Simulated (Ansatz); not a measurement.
# What a trial cell of KSr relaxes into

Level of theory: DFT r2SCAN, scalar-relativistic, plane waves, PAW (Ansatz). Cutoff 500 eV, Γ-centred k mesh, Gaussian smearing, no spin polarisation in the final step.

KSr was placed on the litharge structure type (P4/nmm, No. 129), with K in place of Pb, Sr in place of O, at a guessed volume.

```yaml
crystal:
  lattice:
    - [4.85114, 0.00000, 0.00000]
    - [0.00000, 4.85114, 0.00000]
    - [0.00000, 0.00000, 6.12984]
  atoms:
    - { symbol: K, position: [0.00000, 0.50000, 0.23510] }
    - { symbol: K, position: [0.50000, 0.00000, 0.76490] }
    - { symbol: Sr, position: [0.00000, 0.00000, 0.00000] }
    - { symbol: Sr, position: [0.50000, 0.50000, 0.00000] }
```

Cell and atoms relax at zero pressure; the relaxation can't lower the symmetry of the start. After a coarse first stage the cell is made exact in the group found at 0.06 Å.

Energies over the elements count from the elements' standard structures at the same level, with no empirical corrections.

Question: Which crystal results?

Answer: It ends in P4/mmm (No. 123). The result has the CuAu (L1_0) structure. Conventional cell: a = 4.310 Å, c = 6.963 Å. Around K lie 4 K at 4.31 Å and 8 Sr at 4.63 Å; Sr is coordinated by 4 Sr at 4.31 Å and 8 K at 4.63 Å.

```
K Sr
1.0
     4.30996    0.00000    0.00000
     0.00000    4.30996    0.00000
     0.00000    0.00000    6.96254
K Sr
1 1
Direct
  0.50000 0.50000 0.50000
  0.00000 0.00000 0.00000
```

Question: What are its volume, energy, density and gap?

Answer: The volume per atom is 64.67 Å³. The density is 1.63 g/cm³, the energy over the elements is 0.14 eV/atom and the gap on the 14×14×8 mesh is 0 eV (a metal).

The final run used a 14×14×8 mesh on its 2-atom cell and 0.10 eV smearing. The k mesh leaves about 4 meV/atom of noise in metals. A structure relaxed within its symmetry needn't be a true minimum.

Cost: 3 runs of about 2.5 core-minutes in all, on Intel Xeon 6975P-C (Granite Rapids) (shared hosts).